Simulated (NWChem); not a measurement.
## Total energies of ethanethiol (C2H6S)

```
C
H 1 1.1012
H 1 1.1017 2 106.67
C 1 1.5243 2 111.43 3 -121.08
H 4 1.1008 1 111.12 2 179.24
H 4 1.1022 5 107.73 1 -122.12
H 4 1.1035 5 108.36 6 -116.19
S 1 1.8391 2 108.95 3 111.50
H 8 1.3539 1 96.67 2 60.82
```
Charge 0, spin multiplicity 1.

Program: NWChem. The geometry was optimised at B3LYP/def2-SVP, a minimum by its harmonic frequencies. It is one conformer; others weren't searched.

Basis set: 6-311G** (98 functions).

```
method   total energy (Ha)  relative cost
-------  -----------------  -------------
RHF             -476.78420              1
MP2             -477.23227        under 3
B2PLYP          -477.80578        under 3
PBE             -477.75473        under 3
B3LYP           -478.06867        under 3
BP86            -478.08652        under 3
CCSD(T)         -477.29357             40
```

Total energies of different functionals aren't comparable as a measure of quality: only differences taken within one method are. Relative cost: rough, from shared machines, SCF included, RHF = 1.

The correlated methods keep 7 core orbitals frozen. B3LYP has NWChem's definition, with VWN1-RPA local correlation. The Pople sets run with spherical d functions. Coupled-cluster values serve here as a point of comparison, not as the truth.
